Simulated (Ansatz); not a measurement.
# Ba$_{2}$ZrS$_{4}$ (I4/mmm)

All numbers below come from DFT LDA, scalar-relativistic, plane waves, PAW in Ansatz 0.2.0.

Plane waves to 420 eV, a k mesh through Γ of 10×10×10 on the computed 7-atom cell and Gaussian smearing (0.02 eV); no spin polarisation.

The structure is relaxed at this level of theory with its symmetry kept. Whether it is the stable form of this composition wasn't checked.

```
CELL_PARAMETERS angstrom
-2.44160 2.44160 7.71909
2.44160 -2.44160 7.71909
2.44160 2.44160 -7.71909
ATOMIC_POSITIONS crystal
Ba 0.64086 0.64086 0.00000
Ba 0.35914 0.35914 0.00000
Zr 0.00000 0.00000 0.00000
S 0.50000 0.00000 0.50000
S 0.00000 0.50000 0.50000
S 0.83536 0.83536 0.00000
S 0.16464 0.16464 0.00000
```

```json
{
 "Space group": "I4/mmm (No. 139)",
 "Volume per atom": "26.30 Å³",
 "Formation energy from the elements' standard states (uncorrected)": "-2.019 eV/atom",
 "Kohn–Sham band gap": "0.39 eV, indirect from X to Γ (the valley at (0.036, 0.036, -0.036) lies within 0.03 eV, so the order isn't resolved)",
 "Löwdin character of the top 1 eV of the valence band": "S 3p 93 %",
 "Löwdin character of the lowest 1 eV of the conduction band": "Zr 4d 75 %, S 3p 15 %, unprojected 10 %",
 "Electron masses at the edge by Cartesian direction of the standard setting (m_e; degenerate bands sorted by energy; no spin-orbit coupling)": "x: 0.14; y: 0.14; z: over 30",
 "Hole masses at the edge by Cartesian direction of the standard setting (m_e; degenerate bands sorted by energy; no spin-orbit coupling)": "x: 1.4; y: 1.4; z: 0.46",
 "Bulk modulus": "66 GPa",
 "Its pressure derivative": "4.5",
 "Bader charges (e)": "Ba (2 in the cell) 1.42, Zr (1 in the cell) 1.99, S (2 in the cell) -1.17, S (2 in the cell) -1.24"
}
```

Spin-orbit coupling is left out, which matters for the bands of heavy elements.

Cost: 8 runs of about 18 core-minutes in all, on Intel Xeon Platinum 8375C (Ice Lake) (shared hosts).